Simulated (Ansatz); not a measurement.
`N=C(F)C=O` and `N=C(F)CO` differ in one atom or group.

Ansatz, PBE0-D4/def2-TZVP geometries, multiplicity 1. Each molecule was computed in one conformer, which needn't be the lowest.

```
                                          property  `N=C(F)C=O`
             HOMO energy (ωB97M-V/def2-TZVPP) / eV       -10.84
                LUMO energy (PBE0/def2-TZVPP) / eV        -2.60
size of the dipole moment (ωB97M-V/def2-TZVPP) / D         1.91
                 LUMO energy (PBE/def2-TZVPP) / eV        -3.65
               HOMO–LUMO gap (PBE/def2-TZVPP) / eV         3.04
           HOMO–LUMO gap (ωB97M-V/def2-TZVPP) / eV        10.58
```

**Question.** What does the change do to each property? (Best estimate.)

**Answer.** Ansatz gave: 
```csv
property,`N=C(F)CO`,shift
HOMO energy (ωB97M-V/def2-TZVPP) / eV,-10.90,-0.06
LUMO energy (PBE0/def2-TZVPP) / eV,0.13,2.73
size of the dipole moment (ωB97M-V/def2-TZVPP) / D,2.97,1.06
LUMO energy (PBE/def2-TZVPP) / eV,-0.99,2.66
HOMO–LUMO gap (PBE/def2-TZVPP) / eV,5.87,2.83
HOMO–LUMO gap (ωB97M-V/def2-TZVPP) / eV,12.76,2.18
```

With PBE0 the HOMO falls by 0.07 eV and the LUMO rises by 2.73 eV, so the gap widens by about 2.80 eV. PBE moves the HOMO by -0.17 eV and ωB97M-V by -0.06 eV. The zero-point energy changes by 63.1 kJ/mol with +6 modes. Dipoles are sizes alone; their direction can turn.
